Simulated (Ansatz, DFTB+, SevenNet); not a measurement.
# hcp Zr, elastic constant C44

Reference value: 36.3 GPa (measured, 4 K, not corrected to a static lattice; as tabulated in Clouet (2012), arXiv:1210.1082).

Question: Which of these levels comes closest to the reference?
A. GFN1-xTB (DFTB+)
B. r²SCAN (Ansatz, a quantum-chemistry and plane-wave program)
C. PBE (Ansatz)
D. SevenNet-l3i5 (SevenNet)

Answer: B, r²SCAN (Ansatz)

```json
[
 {"level (code)": "GFN1-xTB (DFTB+)", "value (GPa)": "19.0", "cell (Å³/atom)": "41.08", "difference (%)": "-48"},
 {"level (code)": "SevenNet-l3i5 (SevenNet)", "value (GPa)": "25.5", "cell (Å³/atom)": "23.48", "difference (%)": "-30"},
 {"level (code)": "PBE (Ansatz)", "value (GPa)": "26.6", "cell (Å³/atom)": "23.39", "difference (%)": "-27"},
 {"level (code)": "r²SCAN (Ansatz)", "value (GPa)": "34.4", "cell (Å³/atom)": "23.50", "difference (%)": "-5.2"}
]
```

Of these levels r²SCAN (-5.2 %) comes nearest. GFN1-xTB (-48 %) lies farthest from it. Of these only r²SCAN lands within 10 %. All 4 levels lie below the reference.

The reference has no zero-point or thermal correction, while the calculations are for a static lattice, so the differences are not the levels' errors alone.  GFN1-xTB: the relaxed volume lies over a fifth from the starting cell. GFN1-xTB: the method was fitted mainly to molecules. Each level is taken at its own relaxed cell. Cutoffs differ between the levels. Ansatz's density-functional and Hartree–Fock values are scalar-relativistic unless marked +SOC, with PAW data made under PBE.

Machine-learned potentials (SevenNet-l3i5) are trained on DFT data, which may include these solids.

Differences are worked out from the printed values.
